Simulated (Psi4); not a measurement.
**C2H3O− (SMILES C=C[O-]): a first try and a second**

Aim: the energy of C2H3O− at CEPA(3)/aug-pcseg-0.

The calculation is run with Psi4 1.11.

4 further runs of the same task are left out: 2 that didn't finish, 2 set aside as unsound or not needed.

## (1) The structure to begin with

The species is C2H3O− (6 atoms), meant as a singlet with charge -1. As SMILES, `C=C[O-]`. The shape is that of a GFN2-xTB optimisation.

Bond lengths: C1–C2 1.353 Å, C2–O3 1.263 Å, C1–H4 1.082 Å, C1–H5 1.083 Å, C2–H6 1.141 Å. Angles: C1–C2–O3 130.1°, C1–C2–H6 113.3°, O3–C2–H6 116.6°, C2–C1–H4 121.9°, C2–C1–H5 121.5°, H4–C1–H5 116.6°.

## (2) First attempt

Input file c2h3o.xyz:

```xyz
6
C2H3O
C     -0.534120     0.056350    -0.445510
C      0.499990    -0.080720     0.416820
O      1.050900    -1.124460     0.866290
H     -1.038040    -0.799450    -0.874810
H     -0.899760     1.032480    -0.741110
H      0.921030     0.915800     0.778320
```

Input file run_ase.py:

```python
import numpy as np
from ase.calculators.psi4 import Psi4
from ase.io import read

a = read('c2h3o.xyz')
calc = Psi4(atoms=a, method='cepa(3)', basis='aug-pcseg-0', memory='1600MB', num_threads=1, charge=-1, multiplicity=1, label='calc', reference='rhf')
calc.psi4.set_options({'scf_type': 'pk', 'freeze_core': True, 'maxiter': 4})
a.calc = calc

print(f'energy: {a.get_potential_energy():.6f} eV')
```

Run with:

```console
python run_ase.py
```

calc.dat:

```text
=> Loading Basis Set <=

    Name: AUG-PCSEG-0
    Role: ORBITAL
    Keyword: BASIS

         ---------------------------------------------------------
                                   SCF
                              RHF Reference
                        1 Threads,   1525 MiB Core
         ---------------------------------------------------------

  ==> Geometry <==

    Molecular point group: c1
    Full point group: C1

    Geometry (in Angstrom), charge = -1, multiplicity = 1:

       Center              X                  Y                   Z               Mass
    ------------   -----------------  -----------------  -----------------  -----------------
         C           -0.891519930985     0.454325428050    -0.739984070795    12.000000000000
         C            0.142590069015     0.317255428050     0.122345929205    12.000000000000
         O            0.693500069015    -0.726484571950     0.571815929205    15.994914619570
         H           -1.395439930985    -0.401474571950    -1.169284070795     1.007825032230
         H           -1.257159930985     1.430455428050    -1.035584070795     1.007825032230
         H            0.563630069015     1.313775428050     0.483845929205     1.007825032230

  Running in c1 symmetry.

  Rotational constants: A =      2.54179  B =      0.37063  C =      0.32347 [cm^-1]
  Rotational constants: A =  76200.86443  B =  11111.27482  C =   9697.26267 [MHz]
  Nuclear repulsion =   63.615231620269682

  Charge       = -1
  Multiplicity = 1
  Electrons    = 24
  Nalpha       = 12
  Nbeta        = 12

  ==> Algorithm <==

  SCF Algorithm Type is PK.
  DIIS enabled.
  MOM disabled.
  Fractional occupation disabled.
  Guess Type is SAD.
  Energy threshold   = 1.00e-08
  Density threshold  = 1.00e-08
  Integral threshold = 1.00e-12

  ==> Primary Basis <==

  Basis Set: AUG-PCSEG-0
    Blend: AUG-PCSEG-0
    Number of shells: 30
    Number of basis functions: 48
    Number of Cartesian functions: 48
    Spherical Harmonics?: true
    Max angular momentum: 1

  ==> Integral Setup <==

  Using in-core PK algorithm.
   Calculation information:
      Number of atoms:                   6
      Number of AO shells:              30
      Number of primitives:             45
      Number of atomic orbitals:        48
      Number of basis functions:        48

      Integral cutoff                 1.00e-12
      Number of threads:                 1

  Performing in-core PK
  Using 1384152 doubles for integral storage.
  We computed 107475 shell quartets total.
  Whereas there are 108345 unique shell quartets.

  ==> DiskJK: Disk-Based J/K Matrices <==

    J tasked:                  Yes
    K tasked:                  Yes
    wK tasked:                  No
    Memory [MiB]:             1144
    Schwarz Cutoff:          1E-12

  Minimum eigenvalue in the overlap matrix is 1.2384672519E-04.
  Reciprocal condition number of the overlap matrix is 1.4997882260E-05.
    Using symmetric orthogonalization.

  ==> Pre-Iterations <==

  SCF Guess: Superposition of Atomic Densities via on-the-fly atomic UHF (no occupation information).

   -------------------------
    Irrep   Nso     Nmo
   -------------------------
     A         48      48
   -------------------------
    Total      48      48
   -------------------------

  ==> Iterations <==

                        Total Energy        Delta E     RMS |[F,P]|

   @RHF iter SAD:  -151.05075493850939   -1.51051e+02   0.00000e+00
   @RHF iter   1:  -151.70735370209084   -6.56599e-01   1.22045e-02 DIIS/ADIIS
   @RHF iter   2:  -151.81779444507572   -1.10441e-01   8.09276e-03 DIIS/ADIIS
   @RHF iter   3:  -151.87378513122235   -5.59907e-02   1.42342e-03 DIIS/ADIIS
   @RHF iter   4:  -151.87576891222378   -1.98378e-03   3.79602e-04 DIIS/ADIIS

PsiException: Could not converge SCF iterations in 4 iterations.

  Failed to converge.
```

The script printed:

```text
Traceback (most recent call last):
  File "run_ase.py", line 10, in <module>
    print(f'energy: {a.get_potential_energy():.6f} eV')
psi4.driver.p4util.exceptions.SCFConvergenceError: Could not converge SCF iterations in 4 iterations.
```

Wall time 2.6 s (1 thread of AMD EPYC 7R43 (Zen 3), shared host); peak memory 0.2 GiB.

## (3) What went wrong

The run stopped without converging.

The telling line is `psi4.driver.p4util.exceptions.SCFConvergenceError: Could not converge SCF iterations in 4 iterations.`. The fault: the iteration cap is too low for convergence. To mend it: iteration cap at its default in place of 4.

## (4) Try two

c2h3o.xyz is that of step 2.

Input file c2h3o_ase.py:

```python
import numpy as np
from ase.calculators.psi4 import Psi4
from ase.io import read

a = read('c2h3o.xyz')
calc = Psi4(atoms=a, method='cepa(3)', basis='aug-pcseg-0', memory='1600MB', num_threads=1, charge=-1, multiplicity=1, label='c2h3o', reference='rhf')
calc.psi4.set_options({'scf_type': 'pk', 'freeze_core': True})
a.calc = calc

print(f'energy: {a.get_potential_energy():.6f} eV')
```

Run with:

```console
python c2h3o_ase.py
```

c2h3o.dat:

```text
[...]
  Running in c1 symmetry.
[...]
  Nuclear repulsion =   63.615231620269682
[...]
  Multiplicity = 1
[...]
  Nalpha       = 12
  Nbeta        = 12
[...]
    Number of basis functions: 48
[...]
   @RHF iter   1:  -151.70735370209084   -6.56599e-01   1.22045e-02 DIIS/ADIIS
[...]
   @RHF iter  12:  -151.87604427671369   -1.50635e-12   3.76594e-09 DIIS
[...]
    Orbital Energies [Eh]
    ---------------------
    Doubly Occupied:
       1A    -20.284056     2A    -11.090203     3A    -10.986997
       4A     -1.109527     5A     -0.779748     6A     -0.534168
       7A     -0.433125     8A     -0.373235     9A     -0.306936
      10A     -0.299053    11A     -0.169891    12A     -0.087298
[...]
  @RHF Final Energy:  -151.87604427671369
   => Energetics <=
    Nuclear Repulsion Energy =             63.6152316202696824
    One-Electron Energy =                -338.0740764545371349
    Two-Electron Energy =                 122.5828005575537389
    Total Energy =                       -151.8760442767136851
[...]
 Multipole Moments:
 ------------------------------------------------------------------------------------
     Multipole            Electronic (a.u.)      Nuclear  (a.u.)        Total (a.u.)
 ------------------------------------------------------------------------------------
 L = 1.  Multiply by 2.5417464519 to convert [e a0] to [Debye]
 Dipole X            :          1.6618366           -1.9550132           -0.2931766
 Dipole Y            :         -1.3625383            2.1927718            0.8302334
 Dipole Z            :          1.3742734           -1.6106582           -0.2363849
 Magnitude           :                                                    0.9116567
[...]
      * SCS-MP2 total energy:                 -152.195081390049
[...]
      * MP2 total energy:                     -152.201496358856
[...]
```

Standard output:

```text
energy: -4141.886629 eV
```

Run time: 5.1 s. Hardware: 1 thread of AMD EPYC 7R43 (Zen 3), shared host; peak memory 0.22 GiB.

## (5) Results

At CEPA(3)/aug-pcseg-0:

| quantity | value |
| --- | --- |
| total energy | -152.21153 Eh |
| HOMO energy (Hartree–Fock orbitals) | -2.38 eV |
| LUMO energy (Hartree–Fock orbitals) | 4.56 eV |
| HOMO–LUMO gap (to an unbound level, set by the basis) | 6.94 eV |
| correlation energy (3 core orbitals frozen) | -335.5 mEh |
